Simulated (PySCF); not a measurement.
Molecule: SMILES C1=C(F)C=NN1, C3H3FN2.

Cartesian coordinates in Å; atom numbers follow the order of the lines, from 1:
```xyz
9

F     2.210    0.372    0.526
C     0.940    0.096    0.208
C     0.418   -1.146   -0.179
N    -0.874   -1.028   -0.412
N    -1.182    0.241   -0.187
C    -0.117    0.978    0.195
H     0.923   -2.083   -0.290
H    -2.132    0.554   -0.307
H    -0.172    2.022    0.421
```

Frames of a GFN2-xTB Langevin trajectory at 200 K; GIAO PBE0/pcSseg-1 shieldings in PySCF 2.14, gas phase, non-relativistic; equivalent atoms averaged within each frame.

δ = σ(ref) − σ, references computed at the same level: ¹⁹F (σref 170.95) vs CFCl3; ¹³C (σref 186.93) and ¹H (σref 31.72) against TMS; NH3 for ¹⁵N (σref 267.73). The references are static minima.

How do the shifts (ppm) fluctuate along the trajectory?

Answers


| time (fs) | F1 | C2 | C3 | C6 | N4 | N5 | H8 | H9 | H7 |
| --- | --- | --- | --- | --- | --- | --- | --- | --- | --- |
| optimised geometry | -191.8 | 160.9 | 130.8 | 117.4 | 337.1 | 209.5 | 9.17 | 7.35 | 7.56 |
| 250 | -187.0 | 163.8 | 125.4 | 122.5 | 344.1 | 220.0 | 10.21 | 7.16 | 6.73 |
| 425 | -175.5 | 169.4 | 142.3 | 115.6 | 348.6 | 206.3 | 8.59 | 7.44 | 8.09 |
| 625 | -195.5 | 157.5 | 131.5 | 120.2 | 347.2 | 208.9 | 9.25 | 7.25 | 7.87 |
| 800 | -177.0 | 164.6 | 137.5 | 116.6 | 348.5 | 214.7 | 9.09 | 7.73 | 8.57 |
| 1000 | -183.4 | 164.2 | 131.6 | 123.1 | 331.5 | 218.2 | 9.48 | 7.32 | 7.97 |
| mean of frames | -183.7 | 163.9 | 133.7 | 119.6 | 344.0 | 213.6 | 9.32 | 7.38 | 7.85 |
| standard deviation | 8.1 | 4.2 | 6.4 | 3.4 | 7.2 | 5.9 | 0.59 | 0.22 | 0.68 |

5 frames give an uncertainty of the mean of about the standard deviation over 2.2 at best, since frames this close in time may not be independent; classical motion lacks zero-point vibration, and the reference would need the same averaging.
